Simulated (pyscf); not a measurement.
Insertion: B–Cl [singlet] + HF → F–BH–Cl

Gas phase, singlet surface, charge 0. Bonds broken: F3–H4. Bonds formed: B1–F3, B1–H4. Optimised with ωB97X-D3(BJ)/def2-SVP in PySCF. MP2 and CC: frozen core, UHF for open shells. ΔMP2 is the change of the MP2 total energy from the triple- to the quadruple-zeta basis.

Transition state (Å):

```xyz
4

B      0.1972     0.4514    -0.8538
Cl     1.7961     0.9135    -1.1973
F     -0.0348     0.3772     0.9823
H     -0.7511     0.1741     0.1643
```

One imaginary mode, 1082i cm⁻¹; descent along it reached the two sides named, in the forms told below.

```
bond   change  reactant side (Å)  saddle  product side
-----  ------  -----------------  ------  ------------
F3–H4  breaks              0.937   1.106         2.183
B1–F3   forms                3.0   1.852         1.317
B1–H4   forms              2.064   1.419         1.202
```

Electronic energies relative to the separated reactants (kcal/mol):

```
level                             barrier  reaction energy  reverse barrier
--------------------------------  -------  ---------------  ---------------
ωB97X-D3(BJ)/def2-TZVP                9.1           -102.2            111.3
PBE/def2-TZVP                        -0.2           -101.9            101.6
r²SCAN/def2-TZVP                      2.2           -105.6            107.8
B3LYP-D3(BJ)/def2-TZVP                7.0           -102.2            109.2
PBE0-D3(BJ)/def2-TZVP                 5.6           -103.8            109.5
M06-2X/def2-TZVP                     11.6           -102.4            114.0
ωB97M-D3(BJ)/def2-TZVP                9.6            -99.3            108.9
HF/def2-TZVP                         29.0            -98.6            127.6
MP2/def2-QZVPP                       11.4           -100.6            112.0
CCSD/def2-TZVPP                      18.5            -94.9            113.4
CCSD(T)/def2-TZVPP                   15.2            -94.7            109.9
CCSD(T)/def2-TZVPP + ΔMP2(QZVPP)     15.1            -94.6            109.8
```

With CCSD(T)/def2-TZVPP + ΔMP2(QZVPP) energies and thermal terms (ideal gas, 1 atm, RRHO with modes under 100 cm⁻¹ raised to 100, one conformer, R ln 2 for chiral ones without a mode under 150 cm⁻¹), in kcal/mol:

```csv
T (K),ΔH‡,ΔG‡,ΔH,ΔG
298,13.3,21.6,-92.9,-84.0
600,12.9,30.1,-93.5,-74.8
900,12.9,38.7,-93.4,-65.4
1200,13.0,47.4,-93.0,-56.1
```

On the reactant side the descent ends in a bound adduct, 8.1 kcal/mol under the separated species and 17.2 kcal/mol under the saddle at ωB97X-D3(BJ)/def2-TZVP. At PBE the saddle lies under the separated reactants, which points to a path from their complex (located at ωB97X-D3(BJ) alone). One saddle was located; it need not be the lowest between these sides. The CCSD(T) − MP2 part came from Ansatz, without density fitting, on the same reference.
